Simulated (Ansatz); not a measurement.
A made-up structure of CH2LiO, doublet:

| atom | x (Å) | y (Å) | z (Å) |
| --- | --- | --- | --- |
| Li1 | -2.2559 | 0.1513 | -0.3046 |
| O2 | -0.6777 | 0.0449 | -0.0847 |
| C3 | 0.6092 | -0.0465 | 0.1484 |
| H4 | 1.1103 | -1.0090 | 0.0408 |
| H5 | -1.0371 | -0.0502 | 0.8112 |

It is relaxed with PBE-D4/def2-SVP and then PBE0-D4/def2-TZVP (Ansatz 0.2.0). Atoms count as bonded within 1.22 times the sum of their covalent radii (H–H: 0.88 Å). The end point is not checked to be a true minimum.

(1) Does its bonding change? (A judgement: the text doesn't fix the answer.)

Answers

(1) Computed: Yes. Formed: Li1–C3; broken: Li1–H5.

Where it ends: The first stage lowers the energy by 2.47 eV in 16 steps. It ends as CH₂LiO ([Li]1[CH][OH]1):
```csv
atom,x (Å),y (Å),z (Å)
Li1,-1.6302,0.4943,-0.9263
O2,-0.9352,-0.0967,0.6592
C3,0.0651,-0.0607,-0.4227
H4,0.9927,-0.4990,-0.0372
H5,-0.7436,-0.7473,1.3381
```

Labels in which every atom is bracketed show which atoms are joined, not bond orders.

For scale, one of the runs: PBE0-D4/def2-TZVP relaxation, 88 basis functions, launched by `ansatz run in.yaml --threads 2 --pin off --events-out ev --progress --plain --max-ram 4352MiB`. The run took about 10 s on 2 CPU threads of an Arm Neoverse V2 (shared host).
